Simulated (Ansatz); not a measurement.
One starting cell of HfN (a generated trial cell of HfN in the AFLOW prototype AB_oF8_69_a_b (B24, as in TlF)) was relaxed twice with Ansatz (plane waves, PAW, scalar-relativistic): with PBEsol at 420 eV and with PBE at 420 eV. The PBEsol result:

HfN is modelled in the cubic space group Fm-3m (No. 225), the rock salt structure, Pearson symbol cF8. Cell: a = b = c = 4.5017 Å, α = β = γ = 90.00°. N on 4a is coordinated by 6 Hf at 2.251 Å (octahedral). Hf on 4b has 6 N at 2.251 Å (octahedral). (Neighbours: up to the widest gap in distance over summed covalent radii, below 1.35, at either atom; cation-cation and far metal-metal contacts left out.)
(The calculation used a cell of 2 atoms; values per cell refer to that cell.)

| quantity | PBEsol | PBE |
|---|---|---|
| space group | Fm-3m | Fm-3m |
| volume (Å³/atom) | 11.40 | (withheld) |
| a (Å) | 4.502 | (withheld) |
| gap (eV, no spin-orbit coupling) | 0.00 | (withheld) |

**Question.** Fill in the PBE column.

**Answer.** 
- volume (Å³/atom), PBE: 11.76
- a (Å), PBE: 4.548
- gap (eV, no spin-orbit coupling), PBE: 0.00

Both levels end in the same structure; PBE's volume is 3.1 % larger. Neither column is exact.

No spin polarisation in the result. The relaxed primitive cell holds an odd number of electrons. A magnetic state may lie lower.

Measured for HfN: a 4.519 Å (0 K or low temperature; as listed in Guo-Xu Zhang et al., New Journal of Physics (2018)). Computed minus measured — a: PBEsol -0.4 %, PBE +0.6 %. The computed values are for a static lattice.

The run could not lose the symmetry of its start.

All atoms sit on sites fixed by symmetry, so only the cell could relax.

Ansatz is an electronic-structure program.
